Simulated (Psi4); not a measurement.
Reaction (SMILES): N#N (N2) + 3 [H][H] (H2) → 2 N (NH3)
B3LYP-D3(BJ)/def2-TZVP geometries, fixed; electronic energies without zero-point terms.

Effect of the grid (radial, spherical points) at wB97X-V/cc-pVTZ with Psi4, against the last row, where the energy of full hydrogenation is -40.71 kcal/mol.

| setting | grid points, largest species | largest shift of a total energy (mEh) | shift of the energy of full hydrogenation (kcal/mol) |
|---|---|---|---|
| grid: 35, 110 | 15221 | -0.056 | 0.062 |
| grid: 50, 194 | 38229 | 0.004 | 0.001 |
| grid: 75, 302 | 88133 | 0.000 | 0.000 |
| grid: 99, 590 | 225883 | 0.000 | 0.000 |
| grid: 150, 974 | 563124 | 0.000 | 0.000 |

Within 0.02 kcal/mol in the energy of full hydrogenation: grid: 50, 194; grid: 75, 302; grid: 99, 590. The largest shift is 0.056 mEh in a total energy and 0.062 kcal/mol in the difference.
